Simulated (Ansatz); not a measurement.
Ansatz (an electronic-structure program) input:

Ansatz 0.2 input:
```yaml
crystal:
  periodic: [false, false, false]
  atoms:
    - {symbol: C, position_ang: [-0.04611676, 1.10658486, -0.24043606]}
    - {symbol: S, position_ang: [-0.01350845, -0.55406625, 0.19009309]}
    - {symbol: H, position_ang: [0.62811865, -1.02039440, -0.89361830]}
    - {symbol: H, position_ang: [-0.51679079, 1.78106912, 0.45592676]}
    - {symbol: H, position_ang: [0.38150795, 1.46487603, -1.16118149]}
basis:
  gaussian:
    orbitals: def2-TZVPD
hamiltonian:
  xc: {name: B2GP-PLYP}
magnetization: {spin_polarized: true, initial_magnetization: 1}
correlation: {electrons: outside_noble_gas}
```

### Question
Predict the final energy.

### Answer
-437.84348 Eh (B2GP-PLYP/def2-TZVPD). The basis has 110 functions.

It need not be the lowest isomer of its formula.
